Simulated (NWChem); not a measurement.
**Total energies of CS**

```
C
S 1 1.5389
```
Charge 0, spin multiplicity 1.

All runs are NWChem calculations. Structure: optimised with B3LYP/def2-SVP, a minimum by its harmonic frequencies.

Basis set: def2-TZVP (68 functions).

```tsv
method	total energy (Ha)
RHF	-435.34906
MP2	-435.64919
B2PLYP	-436.08561
PBE	-436.02093
B3LYP	-436.25712
PBE0	-436.04705
CCSD(T)	-435.68748
```

Total energies of different functionals aren't comparable as a measure of quality: only differences taken within one method are. 

The correlated methods keep 6 core orbitals frozen. B3LYP has NWChem's definition, with VWN1-RPA local correlation. The structure started from a generated list of species. Coupled-cluster values serve here as a point of comparison, not as the truth.
